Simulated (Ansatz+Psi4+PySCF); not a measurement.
The numbers below are computed, except where a source is named.
Input for Psi4 1.11:

```
molecule {
1 2
P 0.000000 0.000000 0.966140
P 0.000000 0.000000 -0.966140
}

set basis cc-pV(T+d)Z
set reference uhf
set scf_type pk
energy('scf')
```

The input is written out from the run's settings.

The run gave:

```
Converged                                                          : yes
Total energy                                                       : -681.12006 hartree
Spin squared of the determinant                                    : 0.787
Occupied orbitals by symmetry in an Abelian subgroup (alpha; beta) : 5 Ag 1 B2g 1 B3g 4 B1u 2 B2u 2 B3u; 4 Ag 1 B2g 1 B3g 4 B1u 2 B2u 2 B3u
```

This is not the lowest solution: another run reaches a determinant 1.06 eV lower.
